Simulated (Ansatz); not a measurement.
Born–Oppenheimer molecular dynamics of AlFH2O (5 atoms, charge 0, multiplicity 1). It starts from a relaxed structure.

All numbers below come from RKS B3LYP-D4/def2-SVP (Ansatz 0.2.0).

```json
{
  "ensemble": "NVE (velocity Verlet)",
  "time step": "0.5 fs",
  "steps asked": "300",
  "starting velocities drawn for": "300 K",
  "seed": "283462"
}
```

Frames 2.5 fs apart, positions in Å.

Velocities at 60 fs (Å/ps):

```
Al 0.10 -2.71 -0.06
F 1.00 1.45 1.41
H -2.88 23.61 4.04
O -1.80 1.24 -1.21
H 10.07 1.86 -9.81
```

```xyz
5
Properties=species:S:1:pos:R:3 time_fs=60 energy_less_start_eV=0.055 T=158
Al 0.029 -0.070 -0.031
F -0.032 -0.058 1.629
H 1.474 0.071 -0.624
O -1.380 -0.346 -0.918
H -2.163 -0.769 -0.585
5
Properties=species:S:1:pos:R:3 time_fs=62.5 energy_less_start_eV=0.050 T=171
Al 0.030 -0.077 -0.031
F -0.029 -0.054 1.633
H 1.462 0.133 -0.621
O -1.383 -0.342 -0.922
H -2.164 -0.774 -0.601
5
Properties=species:S:1:pos:R:3 time_fs=65 energy_less_start_eV=0.051 T=169
Al 0.031 -0.084 -0.030
F -0.028 -0.050 1.637
H 1.443 0.197 -0.632
O -1.384 -0.338 -0.926
H -2.197 -0.786 -0.607
5
Properties=species:S:1:pos:R:3 time_fs=67.5 energy_less_start_eV=0.038 T=202
Al 0.033 -0.090 -0.029
F -0.026 -0.047 1.641
H 1.420 0.260 -0.657
O -1.387 -0.336 -0.931
H -2.193 -0.771 -0.628
5
Properties=species:S:1:pos:R:3 time_fs=70 energy_less_start_eV=0.051 T=170
Al 0.034 -0.096 -0.027
F -0.025 -0.044 1.645
H 1.393 0.318 -0.693
O -1.389 -0.335 -0.934
H -2.187 -0.745 -0.652
5
Properties=species:S:1:pos:R:3 time_fs=72.5 energy_less_start_eV=0.048 T=176
Al 0.035 -0.101 -0.025
F -0.024 -0.042 1.647
H 1.358 0.368 -0.734
O -1.387 -0.333 -0.938
H -2.226 -0.737 -0.660
5
Properties=species:S:1:pos:R:3 time_fs=75 energy_less_start_eV=0.062 T=141
Al 0.035 -0.105 -0.023
F -0.023 -0.040 1.650
H 1.318 0.405 -0.774
O -1.385 -0.332 -0.941
H -2.244 -0.714 -0.672
5
Properties=species:S:1:pos:R:3 time_fs=77.5 energy_less_start_eV=0.073 T=113
Al 0.034 -0.107 -0.021
F -0.022 -0.040 1.651
H 1.276 0.429 -0.810
O -1.383 -0.334 -0.943
H -2.228 -0.672 -0.693
5
Properties=species:S:1:pos:R:3 time_fs=80 energy_less_start_eV=0.074 T=108
Al 0.033 -0.107 -0.019
F -0.021 -0.040 1.651
H 1.240 0.439 -0.839
O -1.378 -0.335 -0.944
H -2.251 -0.642 -0.700
5
Properties=species:S:1:pos:R:3 time_fs=82.5 energy_less_start_eV=0.092 T=65
Al 0.029 -0.107 -0.017
F -0.019 -0.040 1.651
H 1.218 0.436 -0.863
O -1.371 -0.337 -0.945
H -2.282 -0.616 -0.701
5
Properties=species:S:1:pos:R:3 time_fs=85 energy_less_start_eV=0.077 T=102
Al 0.025 -0.104 -0.016
F -0.017 -0.042 1.651
H 1.213 0.423 -0.878
O -1.368 -0.341 -0.944
H -2.264 -0.575 -0.711
5
Properties=species:S:1:pos:R:3 time_fs=87.5 energy_less_start_eV=0.074 T=109
Al 0.021 -0.101 -0.016
F -0.015 -0.044 1.649
H 1.226 0.399 -0.883
O -1.363 -0.346 -0.944
H -2.259 -0.537 -0.715
```

Of the whole run (150 fs, mean temperature of the second half 150 K): The conserved energy stayed within 0.099 meV per atom of its start (net change 0.089 meV per atom), so the integration is sound. Over the second half the temperature averaged 0.50 of the 300 K drawn at the start: a run that starts near a minimum puts about half its kinetic energy into the potential. A run of 0.15 ps of so small a system gives no equilibrium averages.

Run time: 5.6 min on 1 thread of Arm Neoverse V1, with other jobs on the host, peak memory 0.1 GiB.
